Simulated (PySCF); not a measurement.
# Molecular orbitals of N₂

PBE0 at R = 1.091 Å; N def2-TZVP; no relativity (PySCF 2.14). State: ¹Σg⁺ (singlet), closed shell. Only the outer orbitals are listed.

| orbital | occ. | ε (eV) | main shells (%) |
| --- | --- | --- | --- |
| σg | 2 | -31.55 | 74 s, 25 p |
| σu | 2 | -15.57 | 73 s, 26 p |
| πu | 2 | -13.21 | 97 p |
| πu | 2 | -13.21 | 97 p |
| σg | 2 | -12.18 | 66 p, 33 s |
| πg | 0 | -0.44 | 98 p |
| πg | 0 | -0.44 | 98 p |
| σg | 0 | 6.62 | 94 s |

Problem. Which are the highest filled and the lowest empty level, where do they sit, and how wide is the gap?

Solution. Highest filled σg at -12.18 eV (in %: 66 p, 33 s); lowest empty πg at -0.44 eV (in %: 98 p); the gap at PBE0 is 11.74 eV.

| Item | Value |
| --- | --- |
| bond order (Mayer) | 2.84 |
| ⟨S²⟩ | 0.000 |
| polarisability along the bond | 14.6 bohr³ |
| polarisability across the bond | 8.2 bohr³ |
